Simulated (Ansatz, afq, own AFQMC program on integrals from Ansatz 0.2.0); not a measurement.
**BH3O, triplet in cc-pVTZ, levels against AFQMC with the constraint released**

| atom | x (Å) | y (Å) | z (Å) |
| --- | --- | --- | --- |
| B | -1.3605 | 0.0000 | 0.0000 |
| H | -1.9572 | 1.0336 | 0.0000 |
| H | -1.9572 | -1.0336 | 0.0000 |
| H | 0.1655 | 0.0000 | 0.0000 |
| O | 1.1555 | 0.0000 | 0.0000 |

Connectivity, by distances: BH2 ··· OH.

Basis cc-pVTZ. Noble-gas cores (and the filled d shells of Ga–Kr and In–Xe) are frozen. AFQMC by an in-house program on the Cholesky factors that Ansatz 0.2.0 writes for its CCSD(T) run. The CISD trial takes its coefficients from CCSD amplitudes. Released means that phaseless walkers are propagated on without the constraint, phases kept. Uncertainties: one standard error, sampling alone.

Determinant: UHF, the one that the program's search chose, which needn't be the lowest solution. The geometry is a point of a scan.

No full CI on the walks' own integrals is used here. The released AFQMC energy serves as the reference, which it does only where one determinant dominates, the energy is flat over the last release times and near the phaseless one (40 meV or 2 meV an electron, half that with transition metals). On small molecules, where full CI could be run and the noise was under 10 meV, such values lay within 10 meV of it in 19 cases of 20, a flattering rate, since the rule was set on those same cases; what remains of the bias isn't in the error bar.

Cautions: lower spins were not checked; the released value is read at 2.40 1/Eh with a noise of 10 meV, more than in the cases checked (meV from the phaseless value at times in 1/Eh: -9 ± 4 at 0.24, -15 ± 6 at 0.51, -21 ± 7 at 0.99, -28 ± 7 at 1.62, -10 ± 10 at 2.40).

- T1 diagnostic: 0.0139
- weight of the determinant in the CISD state: 0.899
- ⟨S²⟩ of the determinant: 2.020
- size of the correlated space: 12 electrons in 100 orbitals

Reference: AFQMC with the constraint released, correlation energy -9.090 ± 0.010 eV.

```json
{"level": "HF", "E − E(reference) (mEh)": "334.07 ± 0.37", "share of correlation (%)": "0.00"}
{"level": "MP2", "E − E(reference) (mEh)": "41.85 ± 0.37", "share of correlation (%)": "87.47"}
{"level": "CCSD", "E − E(reference) (mEh)": "9.58 ± 0.37", "share of correlation (%)": "97.13"}
{"level": "CCSD(T)", "E − E(reference) (mEh)": "0.97 ± 0.37", "share of correlation (%)": "99.71"}
{"level": "ph-AFQMC/HF", "E − E(reference) (mEh)": "1.90 ± 1.07", "share of correlation (%)": "99.43"}
{"level": "ph-AFQMC/CISD", "E − E(reference) (mEh)": "0.37 ± 0.42", "share of correlation (%)": "99.89"}
```

A walk keeps the symmetry of its determinant, which the program's search chose and which needn't be the lowest solution, so a lower state of the same spin and another symmetry isn't excluded. Released energies are given only where the last usable release times agree within the noise; a slower fall can still hide under it.
